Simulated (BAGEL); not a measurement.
# doublet SiH2S+: a chain of runs

We compute a series of 9 runs (UHF/ANO-RCC-MB, HF/ANO-RCC-VDZ, UHF/ANO-RCC-VDZ, HF/ANO-RCC-VDZP, UHF/ANO-RCC-VDZP, HF/ANO-RCC-VTZP, UHF/ANO-RCC-VTZP, HF/ANO-RCC-VQZP, and more) of H2SSi. 

The results are computed with BAGEL 1.2.2.

## 1. The molecule

SiH2S+ has 4 atoms, charge +1, and is taken as a doublet. SMILES of the parent species: `[SiH]S`. Geometry: relaxed at PBE0-D4/def2-TZVP. That shape belongs to the parent species and isn't relaxed for this state.

Bond lengths: Si1–S2 2.115 Å, Si1–H3 1.525 Å, S2–H4 1.346 Å. Angles: Si1–S2–H4 97.5°, S2–Si1–H3 89.3°.

## 2. The energy at UHF/ANO-RCC-MB (DKH2, density fitting with tzvpp-jkfit, property ionisation energy) (run 1)

The input, job.json:

```json
{ "bagel" : [

{
  "title" : "molecule",
  "basis" : "ano-rcc-mb.json",
  "df_basis" : "tzvpp-jkfit",
  "angstrom" : "true",
  "dkh" : "true",
  "geometry" : [
    { "atom" : "Si", "xyz" : [   -0.262800,   -1.074400,    0.161100 ] },
    { "atom" : "S", "xyz" : [    0.190500,    0.958800,   -0.206600 ] },
    { "atom" : "H", "xyz" : [    1.017500,   -1.190800,    0.981400 ] },
    { "atom" : "H", "xyz" : [   -0.889700,    1.246000,   -0.956200 ] }
  ]
},
{ "title" : "uhf", "charge" : 1, "nopen" : 1 },
{ "title" : "print", "file" : "orbitals.molden", "orbitals" : "true" }

]}
```

The basis set ANO-RCC-MB is read from a file made from the Basis Set Exchange's data (not shown).

Launch:

```sh
$ BAGEL_NUM_THREADS=1 BAGEL job.json > job.out
```

Standard output:

```text
* using 1 threads per process

  ===============================================================
  ===============================================================

  *** Geometry ***

  { "atom" : "Si", "xyz" : [     -0.496620,     -2.030322,      0.304435 ] },
  { "atom" : "S", "xyz" : [      0.359993,      1.811869,     -0.390417 ] },
  { "atom" : "H", "xyz" : [      1.922796,     -2.250286,      1.854577 ] },
  { "atom" : "H", "xyz" : [     -1.681289,      2.354599,     -1.806956 ] },

  Number of auxiliary basis functions:      292

  Since a DF basis is specified, we compute 2- and 3-index integrals:
    o Being stored without compression. Storage requirement is 0.001 GB

  Number of basis functions:       20
  Number of electrons      :       32

    * METHOD: MOLECULE                             0.10

  *** Open-shell HF ***

  === Nuclear Repulsion ===
    73.3930779373

      * DIIS with orbital gradients will be used.

  === UHF iteration (ano-rcc-mb.json) ===
      0       -688.81390008          0.02044009           0.02
      1       -688.83961994          0.00880362           0.02
      2       -688.84406681          0.00348132           0.02
      3       -688.84496744          0.00129678           0.01
      4       -688.84537467          0.00037812           0.01
      5       -688.84543551          0.00021205           0.02
      6       -688.84546995          0.00011697           0.02
      7       -688.84548040          0.00003307           0.02
      8       -688.84548140          0.00001223           0.01
      9       -688.84548180          0.00000992           0.01
     10       -688.84548190          0.00000969           0.01
     11       -688.84548205          0.00000858           0.02
     12       -688.84548231          0.00000419           0.02
     13       -688.84548233          0.00000232           0.02
     14       -688.84548235          0.00000077           0.01
     15       -688.84548235          0.00000045           0.01
     16       -688.84548235          0.00000013           0.01
     17       -688.84548235          0.00000005           0.01
     18       -688.84548235          0.00000003           0.01
     19       -688.84548235          0.00000000           0.01
    * SCF iteration converged.

    * S^2 (UHF) is 0.7640

    * Permanent dipole moment:
           (    0.836405,     1.517908,     0.029141) a.u.

    * METHOD: UHF                                  0.48

    * METHOD: PRINT                                0.00

  ===============================================================
```

Run time: 0.93 s. Hardware: 1 thread of Intel Xeon Platinum 8259CL at 2.50GHz (Skylake/Cascade Lake), shared host; peak memory 0.15 GiB.

## 3. Singlet neutral SiH2S: a single-point energy at HF/ANO-RCC-VDZ (DKH2, density fitting with tzvpp-jkfit, property ionisation energy) (run 2)

The input, job.json:

```json
{ "bagel": [

{
  "title": "molecule",
  "basis": "ano-rcc-vdz.json",
  "df_basis": "tzvpp-jkfit",
  "angstrom": true,
  "dkh": true,
  "geometry": [
    { "atom": "Si", "xyz": [   -0.262800,   -1.074400,    0.161100 ] },
    { "atom": "S", "xyz": [    0.190500,    0.958800,   -0.206600 ] },
    { "atom": "H", "xyz": [    1.017500,   -1.190800,    0.981400 ] },
    { "atom": "H", "xyz": [   -0.889700,    1.246000,   -0.956200 ] }
  ]
},
{ "title": "hf" },
{ "title": "print", "file": "orbitals.molden", "orbitals": true }

]}
```

The basis set ANO-RCC-VDZ is read from a file made from the Basis Set Exchange's data (not shown).

Launch:

```sh
$ BAGEL_NUM_THREADS=1 BAGEL job.json > job.out
```

Standard output:

```text
* using 1 threads per process

  ===============================================================
  ===============================================================

  *** Geometry ***

  { "atom" : "Si", "xyz" : [     -0.496620,     -2.030322,      0.304435 ] },
  { "atom" : "S", "xyz" : [      0.359993,      1.811869,     -0.390417 ] },
  { "atom" : "H", "xyz" : [      1.922796,     -2.250286,      1.854577 ] },
  { "atom" : "H", "xyz" : [     -1.681289,      2.354599,     -1.806956 ] },

  Number of auxiliary basis functions:      292

  Since a DF basis is specified, we compute 2- and 3-index integrals:
    o Being stored without compression. Storage requirement is 0.002 GB

  Number of basis functions:       30
  Number of electrons      :       32

    * METHOD: MOLECULE                             0.10

  *** RHF ***

  === Nuclear Repulsion ===
    73.3930779373

      * DIIS with orbital gradients will be used.

  === RHF iteration (ano-rcc-vdz.json) ===
      0       -689.19849338          0.01407729           0.01
      1       -689.23069874          0.00599146           0.01
      2       -689.23616577          0.00140885           0.01
      3       -689.23676921          0.00028882           0.01
      4       -689.23681863          0.00007468           0.01
      5       -689.23682252          0.00001983           0.01
      6       -689.23682278          0.00000558           0.01
      7       -689.23682280          0.00000124           0.01
      8       -689.23682280          0.00000022           0.01
      9       -689.23682280          0.00000008           0.01
     10       -689.23682280          0.00000003           0.01
     11       -689.23682280          0.00000000           0.01
    * SCF iteration converged.

    * Permanent dipole moment:
           (    0.388261,     0.401893,     0.109381) a.u.

    * METHOD: HF                                   0.27

    * METHOD: PRINT                                0.00

  ===============================================================
```

It took 0.67 s on 1 thread of Intel Xeon Platinum 8259CL at 2.50GHz (Skylake/Cascade Lake), shared host; peak memory 0.15 GiB.

Runs 3 to 5 aren't shown in full; the table further down has their settings and results.

## 4. Singlet neutral SiH2S: the energy at HF/ANO-RCC-VTZP (DKH2, density fitting with tzvpp-jkfit, property ionisation energy) (run 6)

The input, input.json:

```json
{ "bagel" : [

{
  "title" : "molecule",
  "basis" : "ano-rcc-vtzp.json",
  "df_basis" : "tzvpp-jkfit",
  "angstrom" : true,
  "dkh" : true,
  "geometry" : [
    { "atom" : "Si", "xyz" : [      -0.262800,      -1.074400,       0.161100 ] },
    { "atom" : "S", "xyz" : [       0.190500,       0.958800,      -0.206600 ] },
    { "atom" : "H", "xyz" : [       1.017500,      -1.190800,       0.981400 ] },
    { "atom" : "H", "xyz" : [      -0.889700,       1.246000,      -0.956200 ] }
  ]
},

{ "title" : "hf" },

{ "title" : "print", "file" : "orbitals.molden", "orbitals" : true }

]}
```

The basis set ANO-RCC-VTZP is read from a file made from the Basis Set Exchange's data (not shown).

Launch:

```sh
$ BAGEL_NUM_THREADS=1 BAGEL input.json > input.out
```

Standard output:

```text
* using 1 threads per process

  ===============================================================
  ===============================================================

  *** Geometry ***

  { "atom" : "Si", "xyz" : [     -0.496620,     -2.030322,      0.304435 ] },
  { "atom" : "S", "xyz" : [      0.359993,      1.811869,     -0.390417 ] },
  { "atom" : "H", "xyz" : [      1.922796,     -2.250286,      1.854577 ] },
  { "atom" : "H", "xyz" : [     -1.681289,      2.354599,     -1.806956 ] },

  Number of auxiliary basis functions:      292

  Since a DF basis is specified, we compute 2- and 3-index integrals:
    o Being stored without compression. Storage requirement is 0.022 GB

  Number of basis functions:       96
  Number of electrons      :       32

    * METHOD: MOLECULE                             0.34

  *** RHF ***

  === Nuclear Repulsion ===
    73.3930779373

      * DIIS with orbital gradients will be used.

  === RHF iteration (ano-rcc-vtzp.json) ===
      0       -689.23656399          0.01188111           0.04
      1       -689.30970412          0.00574362           0.04
      2       -689.32970864          0.00108208           0.04
      3       -689.33129430          0.00021520           0.04
      4       -689.33137600          0.00008433           0.04
      5       -689.33138953          0.00002412           0.04
      6       -689.33139084          0.00000864           0.04
      7       -689.33139103          0.00000232           0.04
      8       -689.33139104          0.00000073           0.04
      9       -689.33139104          0.00000022           0.04
     10       -689.33139104          0.00000006           0.04
     11       -689.33139104          0.00000003           0.04
     12       -689.33139104          0.00000001           0.04
    * SCF iteration converged.

    * Permanent dipole moment:
           (    0.203754,     0.070839,     0.101881) a.u.

    * METHOD: HF                                   1.11

    * METHOD: PRINT                                0.02

  ===============================================================
```

It took 1.8 s on 1 thread of Intel Xeon Platinum 8259CL at 2.50GHz (Skylake/Cascade Lake), shared host; peak memory 0.15 GiB.

Runs 7 to 8 aren't shown in full; the table further down has their settings and results.

## 5. The energy at UHF/ANO-RCC-VQZP (DKH2, density fitting with qzvpp-jkfit, property ionisation energy) (run 9)

The input, input.json:

```json
{ "bagel": [

{
  "title": "molecule",
  "basis": "ano-rcc-vqzp.json",
  "df_basis": "qzvpp-jkfit",
  "angstrom": true,
  "dkh": true,
  "geometry": [
    { "atom": "Si", "xyz": [   -0.262800,   -1.074400,    0.161100 ] },
    { "atom": "S", "xyz": [    0.190500,    0.958800,   -0.206600 ] },
    { "atom": "H", "xyz": [    1.017500,   -1.190800,    0.981400 ] },
    { "atom": "H", "xyz": [   -0.889700,    1.246000,   -0.956200 ] }
  ]
},
{ "title": "uhf", "charge": 1, "nopen": 1 },
{ "title": "print", "file": "orbitals.molden", "orbitals": true }

]}
```

The basis set ANO-RCC-VQZP is read from a file made from the Basis Set Exchange's data (not shown).

Launch:

```sh
$ BAGEL_NUM_THREADS=1 BAGEL input.json > input.out
```

Standard output:

```text
* using 1 threads per process

  ===============================================================
  ===============================================================

  *** Geometry ***

  { "atom" : "Si", "xyz" : [     -0.496620,     -2.030322,      0.304435 ] },
  { "atom" : "S", "xyz" : [      0.359993,      1.811869,     -0.390417 ] },
  { "atom" : "H", "xyz" : [      1.922796,     -2.250286,      1.854577 ] },
  { "atom" : "H", "xyz" : [     -1.681289,      2.354599,     -1.806956 ] },

  Number of auxiliary basis functions:      292

  Since a DF basis is specified, we compute 2- and 3-index integrals:
    o Being stored without compression. Storage requirement is 0.074 GB

  Number of basis functions:      178
  Number of electrons      :       32

    * METHOD: MOLECULE                             0.53

  *** Open-shell HF ***

  === Nuclear Repulsion ===
    73.3930779373

      * DIIS with orbital gradients will be used.

  === UHF iteration (ano-rcc-vqzp.json) ===
      0       -688.92913227          0.01251629           0.19
      1       -689.00146432          0.00659832           0.23
      2       -689.01939228          0.00381754           0.21
      3       -689.02587137          0.00061664           0.21
      4       -689.02694707          0.00019114           0.22
      5       -689.02708529          0.00007604           0.22
      6       -689.02711704          0.00003353           0.22
      7       -689.02712688          0.00002383           0.22
      8       -689.02713485          0.00001155           0.22
      9       -689.02713700          0.00000575           0.22
     10       -689.02713741          0.00000278           0.22
     11       -689.02713754          0.00000165           0.30
     12       -689.02713759          0.00000088           0.24
     13       -689.02713760          0.00000058           0.22
     14       -689.02713761          0.00000033           0.22
     15       -689.02713762          0.00000018           0.22
     16       -689.02713762          0.00000010           0.22
     17       -689.02713762          0.00000007           0.21
     18       -689.02713762          0.00000006           0.22
     19       -689.02713762          0.00000005           0.22
     20       -689.02713762          0.00000003           0.23
     21       -689.02713762          0.00000001           0.22
     22       -689.02713762          0.00000001           0.22
    * SCF iteration converged.

    * S^2 (UHF) is 0.7715

    * Permanent dipole moment:
           (    0.650323,     1.268581,    -0.005221) a.u.

    * METHOD: UHF                                  6.02

    * METHOD: PRINT                                0.08

  ===============================================================
```

Run time: 7.2 s. Hardware: 1 thread of Intel Xeon Platinum 8259CL at 2.50GHz (Skylake/Cascade Lake), shared host; peak memory 0.16 GiB.

## 6. Overview of the runs

```tsv
run	level	integral approximation	partner	energy (Eh)	⟨S²⟩	wall time
1	UHF/ANO-RCC-MB (DKH2, density fitting with tzvpp-jkfit, property ionisation energy)	tzvpp-jkfit	cation	-688.845482	0.764	0.93 s
2	HF/ANO-RCC-VDZ (DKH2, density fitting with tzvpp-jkfit, property ionisation energy)	tzvpp-jkfit	base	-689.236823	–	0.67 s
3	UHF/ANO-RCC-VDZ (DKH2, density fitting with tzvpp-jkfit, property ionisation energy)	tzvpp-jkfit	cation	-688.921528	0.764	1 s
4	HF/ANO-RCC-VDZP (DKH2, density fitting with tzvpp-jkfit, property ionisation energy)	tzvpp-jkfit	base	-689.323307	–	0.95 s
5	UHF/ANO-RCC-VDZP (DKH2, density fitting with tzvpp-jkfit, property ionisation energy)	tzvpp-jkfit	cation	-689.016710	0.769	1.7 s
6	HF/ANO-RCC-VTZP (DKH2, density fitting with tzvpp-jkfit, property ionisation energy)	tzvpp-jkfit	base	-689.331391	–	1.8 s
7	UHF/ANO-RCC-VTZP (DKH2, density fitting with tzvpp-jkfit, property ionisation energy)	tzvpp-jkfit	cation	-689.025801	0.771	3.6 s
8	HF/ANO-RCC-VQZP (DKH2, density fitting with qzvpp-jkfit, property ionisation energy)	qzvpp-jkfit	base	-689.332651	–	3.3 s
9	UHF/ANO-RCC-VQZP (DKH2, density fitting with qzvpp-jkfit, property ionisation energy)	qzvpp-jkfit	cation	-689.027138	0.771	7.2 s
```

## 7. Results

| quantity | value |
| --- | --- |
| run 9, UHF/ANO-RCC-VQZP: total energy | -689.02714 Eh |
| run 9, UHF/ANO-RCC-VQZP: ⟨S²⟩ | 0.771 |
| vertical ionisation energy (to the doublet cation), HF/ANO-RCC-VDZ | 8.580 eV |
| vertical ionisation energy (to the doublet cation), HF/ANO-RCC-VDZP | 8.343 eV |
| vertical ionisation energy (to the doublet cation), HF/ANO-RCC-VTZP | 8.316 eV |
| vertical ionisation energy (to the doublet cation), HF/ANO-RCC-VQZP | 8.313 eV |

In words: At HF/ANO-RCC-VDZ: the vertical ionisation energy comes to 8.58 eV (198 kcal/mol). The negative HOMO energy of the first species, 9.39 eV, lies 0.81 eV above that difference. At HF/ANO-RCC-VDZP: removing an electron at fixed nuclei costs 8.34 eV (192 kcal/mol). −ε(HOMO) before ionisation, 9.27 eV, is 0.93 eV above this ionisation energy. At HF/ANO-RCC-VTZP: removing an electron at fixed nuclei costs 8.32 eV (192 kcal/mol). The negative HOMO energy of the first species, 9.28 eV, lies 0.96 eV above that difference. In run 1 the basis is minimal, so the values are rough. All runs together took 21 s, the longest 7.2 s.
